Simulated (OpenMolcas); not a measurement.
# triplet HCl: a chain of runs

Aim: a series of 9 runs (ROHF/6-31G, CASSCF(8,5)/6-31G, CASPT2(8,5)/6-31G, CASPT2[IPEA 0](8,5)/6-31G, SC-NEVPT2(8,5)/6-31G, PC-NEVPT2(8,5)/6-31G, MC-PDFT[tPBE](8,5)/6-31G, MRCI(8,5)/6-31G, and more) of triplet HCl. 

Program for the calculation: OpenMolcas 26.06.

### 1 The system as given

HCl: 2 atoms, total charge 0, spin state triplet. SMILES of the parent species: `Cl`. The coordinates come from a PBE0-D4/def2-TZVP relaxation. That shape belongs to the parent species and isn't relaxed for this state.

Bond lengths: Cl1–H2 1.279 Å.

### 2 A single-point energy at ROHF/6-31G (run 1)

Input file step1.inp:

```
&GATEWAY
  BasLib
  $CurrDir
  BasisSet
  Cl.6-31G....
  Cl1 0.546000 -0.178500 0.280800 angstrom
  End of Basis
  BasisSet
  H.6-31G....
  H2 -0.546000 0.178500 -0.280800 angstrom
  End of Basis

&SEWARD

&SCF
  UHF
  Spin
  3
  PrOrbitals
  1 1

&RASSCF
  FileOrb
  $Project.UnaOrb
  Spin
  3
  Nactel
  2 0 0
  Inactive
  8
  Ras2
  2
  OutOrbitals
  Canonical
  OrbListing
  Nothing
```

The basis set 6-31G is read from a file made from the Basis Set Exchange's data (not shown).

On the command line:

```console
$ export MOLCAS_MEM=1860
$ pymolcas step1.inp > step1.log
```

The program printed (excerpt; [...] marks lines left out):

```text
--- Start Module: gateway ---
[...]
--- Stop Module: gateway /rc=_RC_ALL_IS_WELL_ ---
[...]
      Basis functions           15
[...]
--- Start Module: scf ---
[...]
       Convergence after  19 Iterations
[...]
::    Total SCF energy                               -459.7711573410
[...]
      Total spin, S                                     1.0004281985
[...]
--- Stop Module: scf /rc=_RC_ALL_IS_WELL_ ---
[...]
--- Start Module: rasscf ---
[...]
      Number of active orbitals                  2
[...]
      Spin quantum number                      1.0
[...]
      Active orbitals                            2
[...]
      Number of CSFs                             1
[...]
      Number of root(s) required                 1
[...]
      Convergence after  7 iterations
[...]
      printout of CI-coefficients larger than  0.05 for root  1
      energy=    -459.770617
      conf/sym  11     Coeff  Weight
             1  uu   1.00000 1.00000
      Natural orbitals and occupation numbers for root  1
      sym 1:   1.000000   1.000000
      ************************************************************************************************************************
      *                                                    Final results                                                     *
[...]
::    RASSCF root number  1 Total energy:   -459.77061726
[...]
      Total electronic charge=   18.000000
      Total            charge=   -0.000000
[...]
      Dipole Moment (debye):
      Origin of the operator (angstrom)=    0.5154   -0.1685    0.2651
                   X=  1.3086E+00               Y= -4.2780E-01               Z=  6.7297E-01           Total=  1.5324E+00
      Quadrupole Moment (debye*angstrom):
[...]
--- Stop Module: rasscf /rc=_RC_ALL_IS_WELL_ ---
[...]
```

Wall time 3.6 s (1 thread of Intel Xeon Platinum 8259CL at 2.50GHz (Skylake/Cascade Lake), shared host); peak memory 0.37 GiB.

### 3 A single-point energy at CASSCF(8,5)/6-31G (run 2)

Input file step2.input:

```
* ClH CASSCF

&gateway
  baslib=$CurrDir
  basisset
  Cl.6-31G....
  Cl1 0.546000 -0.178500 0.280800 angstrom
  End of Basis
  basisset
  H.6-31G....
  H2 -0.546000 0.178500 -0.280800 angstrom
  End of Basis

&seward

&rasscf
  fileorb=$CurrDir/step1.RasOrb
  spin=3
  nactel=8 0 0
  inactive=5
  ras2=5
  orblisting=Nothing
  orbappear=Compact
```

The basis set 6-31G is read from a file made from the Basis Set Exchange's data (not shown).

On the command line:

```console
$ export MOLCAS_MEM=1860
$ pymolcas step2.input > step2.log
```

The program printed (excerpt; [...] marks lines left out):

```text
--- Start Module: gateway ---
[...]
--- Stop Module: gateway /rc=_RC_ALL_IS_WELL_ ---
--- Start Module: seward ---
[...]
      Basis functions           15
--- Stop Module: seward /rc=_RC_ALL_IS_WELL_ ---
[...]
--- Start Module: rasscf ---
[...]
      Number of active orbitals                  5
[...]
      Spin quantum number                      1.0
[...]
      Active orbitals                            5
[...]
      Number of CSFs                            10
[...]
      Number of root(s) required                 1
[...]
 ###    WARNING: Problems in orbital optimization.                           ###
 ###############################################################################
  Warning: In symmetry  1, orbital p=   6 has diagonal density matrix element D(p,p) close to two. (2 - D(p,p))=  2.242651E-13
[...]
 ###    WARNING: Problems in orbital optimization.                           ###
 ###############################################################################
  Warning: In symmetry  1, orbital p=   6 has diagonal density matrix element D(p,p) close to two. (2 - D(p,p))=  2.486900E-13
[...]
 ###    WARNING: Problems in orbital optimization.                           ###
 ###############################################################################
  Warning: In symmetry  1, orbital p=   6 has diagonal density matrix element D(p,p) close to two. (2 - D(p,p))=  2.580158E-13
[...]
      Convergence after  4 iterations
[...]
      printout of CI-coefficients larger than  0.05 for root  1
      energy=    -459.770617
      conf/sym  11111     Coeff  Weight
             1  222uu   1.00000 1.00000
      Natural orbitals and occupation numbers for root  1
      sym 1:   2.000000   2.000000   2.000000   1.000000   1.000000
      ************************************************************************************************************************
      *                                                    Final results                                                     *
[...]
::    RASSCF root number  1 Total energy:   -459.77061726
[...]
      Total electronic charge=   18.000000
      Total            charge=   -0.000000
[...]
      Dipole Moment (debye):
      Origin of the operator (angstrom)=    0.5154   -0.1685    0.2651
                   X=  1.3085E+00               Y= -4.2779E-01               Z=  6.7297E-01           Total=  1.5324E+00
      Quadrupole Moment (debye*angstrom):
[...]
--- Stop Module: rasscf /rc=_RC_ALL_IS_WELL_ ---
[...]
```

Run time: 3 s. Hardware: 1 thread of Intel Xeon Platinum 8259CL at 2.50GHz (Skylake/Cascade Lake), shared host; peak memory 0.37 GiB.

Runs 3 to 8 aren't shown in full; the table further down has their settings and results.

### 4 The energy at MRACPF(8,5)/6-31G (run 9)

Input file step9.inp:

```
* ClH MR-ACPF

&gateway
  baslib=$CurrDir
  basisset
  Cl.6-31G....
  Cl1 0.546000 -0.178500 0.280800 angstrom
  End of Basis
  basisset
  H.6-31G....
  H2 -0.546000 0.178500 -0.280800 angstrom
  End of Basis

&seward

&rasscf
  fileorb=$CurrDir/step2.RasOrb
  spin=3
  nactel=8 0 0
  inactive=5
  ras2=5
  orblisting=Nothing
  orbappear=Compact

&motra
  lumorb
  frozen=5

&guga
  electrons=8
  spin=3
  inactive=0
  active=5
  ciall=1

&mrci
  acpf
```

The basis set 6-31G is read from a file made from the Basis Set Exchange's data (not shown).

On the command line:

```console
$ export MOLCAS_MEM=1860
$ pymolcas step9.inp > step9.log
```

The program printed (excerpt; [...] marks lines left out):

```text
--- Start Module: gateway ---
[...]
--- Stop Module: gateway /rc=_RC_ALL_IS_WELL_ ---
[...]
      Basis functions           15
[...]
      Number of active orbitals                  5
[...]
      Spin quantum number                      1.0
[...]
      Active orbitals                            5
[...]
      Number of CSFs                            10
[...]
      Number of root(s) required                 1
[...]
 ###    WARNING: Problems in orbital optimization.                           ###
 ###############################################################################
  Warning: In symmetry  1, orbital p=   6 has diagonal density matrix element D(p,p) close to two. (2 - D(p,p))=  0.000000E+00
[...]
 ###    WARNING: Problems in orbital optimization.                           ###
 ###############################################################################
  Warning: In symmetry  1, orbital p=   6 has diagonal density matrix element D(p,p) close to two. (2 - D(p,p))=  4.440892E-16
[...]
      Convergence after  4 iterations
[...]
      printout of CI-coefficients larger than  0.05 for root  1
      energy=    -459.770617
      conf/sym  11111     Coeff  Weight
             1  222uu   1.00000 1.00000
      Natural orbitals and occupation numbers for root  1
      sym 1:   2.000000   2.000000   2.000000   1.000000   1.000000
      ************************************************************************************************************************
      *                                                    Final results                                                     *
[...]
::    RASSCF root number  1 Total energy:   -459.77061726
[...]
      Dipole Moment (debye):
      Origin of the operator (angstrom)=    0.5154   -0.1685    0.2651
                   X=  1.3085E+00               Y= -4.2779E-01               Z=  6.7297E-01           Total=  1.5324E+00
      Quadrupole Moment (debye*angstrom):
[...]
--- Start Module: guga ---
[...]
--- Stop Module: guga /rc=_RC_ALL_IS_WELL_ ---
--- Start Module: mrci ---
[...]
       USE THE DEFAULT ACPF G-VALUE GFAC=  0.25000000000000000
[...]
    MR ACPF CALCULATION.
[...]
            REFERENCE CI ENERGY:  -459.77061726
[...]
        ACPF CORRELATION ENERGY:    -0.03725261
                    ACPF ENERGY:  -459.80786987
[...]
      Total electronic charge=   18.000000
      Total            charge=   -0.000000
[...]
  ACPF State   1     Total energy:   -459.80786987
[...]
--- Stop Module: mrci /rc=_RC_ALL_IS_WELL_ ---
[...]
```

It took 2.6 s on 1 thread of Intel Xeon Platinum 8259CL at 2.50GHz (Skylake/Cascade Lake), shared host; peak memory 0.37 GiB.

### 5 All runs side by side

```
run                      level   active rule  inactive  energy (Eh)  dipole moment (D) of the reference  wall time
  1                 ROHF/6-31G             –         –  -459.770617                                1.53      3.6 s
  2          CASSCF(8,5)/6-31G  full valence         5  -459.770617                                1.53        3 s
  3          CASPT2(8,5)/6-31G  full valence         5  -459.801150                                1.53      3.3 s
  4  CASPT2[IPEA 0](8,5)/6-31G  full valence         5  -459.802209                                1.53        3 s
  5       SC-NEVPT2(8,5)/6-31G  full valence         5  -459.796547                                1.53      2.6 s
  6       PC-NEVPT2(8,5)/6-31G  full valence         5  -459.797187                                1.53      3.3 s
  7   MC-PDFT[tPBE](8,5)/6-31G  full valence         5  -460.268883                                1.53      2.9 s
  8            MRCI(8,5)/6-31G  full valence         5  -459.807335                                1.53      2.7 s
  9          MRACPF(8,5)/6-31G  full valence         5  -459.807870                                1.53      2.6 s
```

### 6 Results

| quantity | value |
| --- | --- |
| run 9, MRACPF(8,5)/6-31G: total energy | -459.80787 Eh |
| run 9, MRACPF(8,5)/6-31G: dipole moment (CASSCF density) | 1.53 D |

**Reading.** Below the ROHF energy at the same shape and in the same basis (6-31G): CASSCF(8,5) +0.0 mEh; CASPT2(8,5) -30.5 mEh; CASPT2[IPEA 0](8,5) -31.6 mEh; SC-NEVPT2(8,5) -25.9 mEh; PC-NEVPT2(8,5) -26.6 mEh; MRCI(8,5) -36.7 mEh. Active-space methods hold only the correlation inside their space unless a perturbation or CI step follows. All runs together took 27 s, the longest 3.6 s.
